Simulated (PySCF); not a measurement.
## Peak assignment

Geometry:
```
atom   x (Å)   y (Å)   z (Å)
  C1   2.758  -0.003  -0.025
  O2   1.602  -0.667   0.417
  C3   0.450   0.140   0.361
  C4  -0.727  -0.686   0.893
  O5  -1.910   0.052   1.060
  C6  -2.574   0.380  -0.136
  H7   3.577  -0.714   0.061
  H8   2.971   0.879   0.593
  H9   2.660   0.317  -1.070
 H10   0.574   1.040   0.984
 H11   0.266   0.462  -0.676
 H12  -0.891  -1.547   0.229
 H13  -0.465  -1.057   1.887
 H14  -2.740  -0.511  -0.754
 H15  -2.023   1.122  -0.725
 H16  -3.534   0.802   0.155
```

[PySCF: shielding tensors at PBE0/pcSseg-1 (GIAO); coordinates at the GFN2-xTB level; averaged over atoms made equivalent by symmetry, fast rotation or ring inversion; non-relativistic Hamiltonian; in vacuum; single conformer]

Shifts are taken against calculated references (same method and geometry level): TMS for ¹³C (σref 186.93), ¹H (σref 31.72).

**Question.** Assign these signals to the numbered atoms. ¹³C{¹H} NMR (computed): δ 74.2, 61.4.

**Answer.** 
| δ (ppm) | atoms | environment | reason |
| --- | --- | --- | --- |
| 74.2 | C3/C4 | sp3 CH2 bonded to O | pulled downfield by the heteroatom |
| 61.4 | C1/C6 | methyl carbon bonded to O | deshielded by the electronegative neighbour |

**Question.** Assign these signals to the numbered atoms. ¹H NMR (500 MHz, computed): δ 3.65 (s, 4H), 3.52 (s, 6H).

**Answer.** 
3.65 → H10/H11/H12/H13, hydrogen on an sp3 CH2 bonded to O: its carbon carries O, hence the downfield position
3.52 → H7/H8/H9/H14/H15/H16, hydrogen on a methyl carbon bonded to O: its carbon carries O, hence the downfield position

Shifts are as computed. Against solution values, carbons near 30 ppm lie about +3 ppm off and those near 130 ppm about +5 ppm. Of 1211 compounds with measured shifts, 218 miss one by over three times the rms of a fit or turn the order of signals round; such compounds aren't used in these exercises. No couplings were computed; multiplicities are counted from neighbouring protons, with m where these are inequivalent, close in shift, in a saturated or five-membered ring or joined by F or P, and br s for small geminal =CH2 splittings.
